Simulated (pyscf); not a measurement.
Thermochemistry of product channels of disiloxane (H₃Si–O–SiH₃) on the singlet surface, in eV, from ωB97M-D3(BJ)/def2-TZVP energies (ideal gas, 1 atm, RRHO with modes under 100 cm⁻¹ raised to 100, one conformer, R ln 2 for rigid chiral ones). Structures and frequencies: ωB97X-D3(BJ)/def2-SVP in PySCF.

```json
[
 {"products": "HO–SiH₂–SiH₃", "ΔE": "+1.17", "ΔH(298 K)": "+1.19", "ΔG(298 K)": "+1.19", "ΔG(600 K)": "+1.18"},
 {"products": ":HSi–O–SiH₃ [singlet] + hydrogen (H₂)", "ΔE": "+2.10", "ΔH(298 K)": "+1.94", "ΔG(298 K)": "+1.58", "ΔG(600 K)": "+1.20"},
 {"products": "cyclic H₄OSi₂ (SMILES O1[SiH2][SiH2]1) + hydrogen (H₂)", "ΔE": "+2.43", "ΔH(298 K)": "+2.28", "ΔG(298 K)": "+2.00", "ΔG(600 K)": "+1.72"}
]
```

These are energies of the channels, which say nothing of barriers.
